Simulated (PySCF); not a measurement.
# difluorophosphane (PHF2): geometry, spin-spin couplings

Wanted: the spin-spin couplings of difluorophosphane (PHF2) (`FPF`), by calculation.

Computed with PySCF 2.14.0, with density-fitted response routines of our own, on a single molecule in the gas phase. Atoms are numbered from 0 throughout.

### 1 The starting structure

4 atoms, charge 0, multiplicity 1; geometry from: GFN2-xTB.

Bonds of the start (Å): F0–P1 1.62, P1–F2 1.62, P1–H3 1.42.

### 2 Relaxing the molecule at PBE0-D3(BJ)/def2-SVP

The job: settings as JSON, then the geometry in Å.

```
{"job": {"xc": "PBE0", "basis": "def2-SVP", "d3": "d3bj", "grid": 1, "kind": "geom"}, "charge": 0, "multiplicity": 1}
F     -1.148061    -0.707186    -0.206820
P     -0.002017     0.075887     0.621805
F      1.226903    -0.570246    -0.205903
H     -0.066592     1.206318    -0.231936
```

Started as:

```console
OMP_NUM_THREADS=1 python probes_run.py task.json out
```

One launch serves the whole session: the jobs run in the order shown.

**Question.** After this job, these run on its result: B3LYP/cc-pVTZ indirect spin-spin coupling, non-relativistic, gas phase; B3LYP/6-31G* indirect spin-spin coupling, non-relativistic, gas phase. What will the session give for the following? point group; rotational constants (main isotopes); largest coupling (B3LYP/cc-pVTZ); range of J(F0,P1).

As calculated:

| quantity | value |
| --- | --- |
| point group | Cs |
| rotational constants (main isotopes) | 23.90, 8.54, 6.61 GHz |
| largest coupling (B3LYP/cc-pVTZ) | ¹J(F,P) F0–P1, -1134.3 Hz |
| range of J(F0,P1) | -1134.3 to -928.7 Hz |

**Reading.** Relaxing lowered the energy by 0.059 eV in 6 steps; the bond of the start that moved most is P1–H3, from 1.418 to 1.442 Å. No frequency check was run at this level, so the end point may be a saddle. The largest coupling computed is F0–P1 (mean over like pairs), -1134.3 Hz, of which the Fermi-contact term gives -996.6 Hz. Density functionals describe couplings to fluorine poorly, F–F couplings above all, so those rows are rough. The coupling F0–P1 runs from -1134.3 Hz (B3LYP/cc-pVTZ) to -928.7 Hz (B3LYP/6-31G*). Couplings from bases without tight functions are rough.
